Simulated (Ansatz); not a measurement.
# Pulling the pair apart

The pair of NH$_{4}$⁺ (SMILES [NH4+], atoms 1–5) and CH$_{4}$S (SMILES CS, atoms 6–11), both closed shells, in one local arrangement (a lower one may exist), relaxed at PBE0-D4/def2-TZVP:

N1  (0.284, -0.164, -2.090)
H2  (-0.689, -0.057, -2.378)
H3  (0.340, -0.300, -1.018)
H4  (0.808, 0.666, -2.367)
H5  (0.680, -0.981, -2.556)
C6  (-0.691, 0.293, 1.891)
S7  (0.467, -0.770, 0.993)
H8  (-0.483, 0.225, 2.957)
H9  (-1.686, -0.108, 1.702)
H10  (-0.637, 1.326, 1.556)
H11  (1.607, -0.132, 1.310)
(Å)

CH$_{4}$S is shifted rigidly along the line between the mean atom positions of the two fragments (negative: closer). Counterpoise interaction energies in kcal/mol. Computed with Ansatz 0.2.0 (basis: def2-TZVPPD); correlated methods freeze the cores. B3LYP uses VWN-RPA correlation.

```csv
shift (Å),wB97M-V,B3LYP-D4,MP2
-0.21,-16.67,-18.23,-16.21
-0.10,-18.10,-19.60,-17.64
0.00,-18.69,-20.10,-18.21
0.10,-18.67,-20.00,-18.19
0.25,-18.00,-19.19,-17.51
0.52,-15.75,-16.66,-15.27
1.03,-11.01,-11.47,-10.67
2.07,-5.34,-5.27,-5.26
```

At the largest shift the D4 term itself is slightly repulsive (B3LYP-D4 +2.9 meV): a quirk of that model, not of the functional.

Q: What does CCSD(T) give at these shifts? (Judge from chemistry; the value comes from the calculation.)

A: By the calculation: -15.41, -16.97, -17.65, -17.72, -17.14, -15.01, -10.51, -5.17 kcal/mol. For zero shift, CCSD(T) at an estimated basis limit (MP2 extrapolated from triple and quadruple zeta, plus CCSD(T) − MP2 in triple zeta) gives -18.40 kcal/mol. These are counterpoise interaction energies, counted from the two frozen fragments.

No T1 diagnostic of these runs exceeds 0.009.

For scale, one of the runs: CCSD(T)/def2-TZVPPD, 261 basis functions, launched by `ansatz run in.yaml --threads 4 --pin off --events-out ev --progress --plain --max-ram 9574MiB`. Time: 110 s of wall clock on 4 CPU threads of an Arm Neoverse V1; the host was shared. Peak host memory: 6 GiB.
